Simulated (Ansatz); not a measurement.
HNB: how the atomization moves with the basis

HNB, doublet; coordinates (Å): B 0.000 0.000 1.153; N 0.000 0.000 -0.080; H 0.000 0.000 -1.073. Quantity: atomization.

Ansatz 0.2.0, basis 6-31G or cc-pVDZ or cc-pVTZ; geometries are PBE0/def2-TZVP minima. Wave-function levels freeze the cores; HF, MP2 and coupled cluster are restricted for singlets and unrestricted otherwise, atoms included (their steps beyond CCSDT(Q) come from restricted open-shell runs), Kohn–Sham unrestricted where that lies lower. NEVPT2 and MRCISD+Q stand on CASSCF in the full valence space, and MRCISD+Q is size-consistent only roughly. The reference is CCSDT(Q) or CCSDTQ or full CI (coupled cluster only where its series has nearly closed). Semilocal and hybrid functionals correlate all electrons outside any core potential and usually lie nearer their basis limit than the reference, so part of their error here is the reference's basis and frozen-core error; RPA and the MP2 part of double hybrids freeze the same cores as the reference. None of these values is a measured one. Energies are electronic, without zero-point terms. No spin–orbit coupling and no scalar relativity. The species are chosen: bound, without strong static correlation by their natural occupations or amplitudes, in their lowest spin state as far as vertical gaps and like structures tell, and with a ladder that closes on the reference, so errors are smaller than for species at large; levels whose determinant breaks symmetry or spin markedly are left out.

```json
{"level": "reference", "6-31G (kJ/mol)": "822.3 (full CI)", "cc-pVDZ (kJ/mol)": "872.0 (CCSDTQ)", "cc-pVTZ (kJ/mol)": "944.9 (CCSDT(Q))"}
{"level": "CCSD(T)", "6-31G (kJ/mol)": "819.1", "cc-pVDZ (kJ/mol)": "868.9", "cc-pVTZ (kJ/mol)": "942.7"}
{"level": "CCSDT", "6-31G (kJ/mol)": "821.3", "cc-pVDZ (kJ/mol)": "870.2", "cc-pVTZ (kJ/mol)": "942.5"}
{"level": "NEVPT2", "6-31G (kJ/mol)": "830.1", "cc-pVDZ (kJ/mol)": "872.5", "cc-pVTZ (kJ/mol)": "930.9"}
{"level": "MRCISD+Q", "6-31G (kJ/mol)": "818.6", "cc-pVDZ (kJ/mol)": "864.6", "cc-pVTZ (kJ/mol)": "936.4"}
{"level": "PBE", "6-31G (kJ/mol)": "1000.2", "cc-pVDZ (kJ/mol)": "1021.1", "cc-pVTZ (kJ/mol)": "1049.6"}
{"level": "PBE0", "6-31G (kJ/mol)": "948.4", "cc-pVDZ (kJ/mol)": "974.9", "cc-pVTZ (kJ/mol)": "1003.7"}
{"level": "RPA-PBE", "6-31G (kJ/mol)": "743.8", "cc-pVDZ (kJ/mol)": "829.1", "cc-pVTZ (kJ/mol)": "897.6"}
```

From 6-31G to cc-pVTZ the reference moves by 122.6 kJ/mol and PBE by 49.4; the step from CCSD(T) to the reference is 3.2 in the first and 2.2 in the last.
